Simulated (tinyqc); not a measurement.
Inside a calculation. Method: extended Hueckel theory, for H3O+. The parameters take no account of the charge, which enters only through the electron count. One step of it, computed by the program tinyqc.

Question. Mulliken analysis. P = C n C^T; charge = valence electrons (O 6, H 1) minus the sum of (P S)_ii on the atom; overlap population = 2 sum P_ij S_ij between two atoms.

coefficients, order 1O 2s, 1O 2px, 1O 2py, 1O 2pz, 2H 1s, 3H 1s, 4H 1s:
```
[[0.789815, 0.000000, -0.000034, 0.042901, -0.000250, 0.000000, 1.146938],
 [-0.000001, 0.000000, 0.688012, -0.000001, -0.967622, 0.000000, -0.000254],
 [0.000000, 0.687837, 0.000000, 0.000000, 0.000000, 0.968091, 0.000000],
 [0.010616, 0.000000, 0.000002, 0.996513, 0.000022, 0.000000, -0.138231],
 [0.134628, 0.000000, 0.403734, -0.018463, 1.001138, 0.000000, -0.671173],
 [0.134702, 0.349618, -0.201775, -0.018474, -0.500193, -0.866912, -0.672064],
 [0.134702, -0.349618, -0.201775, -0.018474, -0.500193, 0.866912, -0.672064]]
```

occupations: [2.000000, 2.000000, 2.000000, 2.000000, 0.000000, 0.000000, 0.000000]

overlap S, order 1O 2s, 1O 2px, 1O 2py, 1O 2pz, 2H 1s, 3H 1s, 4H 1s:
```
[[1.000000, 0.000000, 0.000000, 0.000000, 0.471698, 0.471865, 0.471865],
 [0.000000, 1.000000, 0.000000, 0.000000, 0.395447, -0.197610, -0.197610],
 [0.000000, 0.000000, 1.000000, 0.000000, 0.000000, 0.342636, -0.342636],
 [0.000000, 0.000000, 0.000000, 1.000000, -0.053828, -0.053855, -0.053855],
 [0.471698, 0.395447, 0.000000, -0.053828, 1.000000, 0.193098, 0.193098],
 [0.471865, -0.197610, 0.342636, -0.053855, 0.193098, 1.000000, 0.192967],
 [0.471865, -0.197610, -0.342636, -0.053855, 0.193098, 0.192967, 1.000000]]
```

Give: charges; Overlap populations.

Answer.

charges: [-0.0939, 0.3646, 0.3646, 0.3646]

Overlap populations:
```
pair      value
2-1    0.642138
3-1    0.642301
3-2   -0.048651
4-1    0.642301
4-2   -0.048651
4-3   -0.048654
```
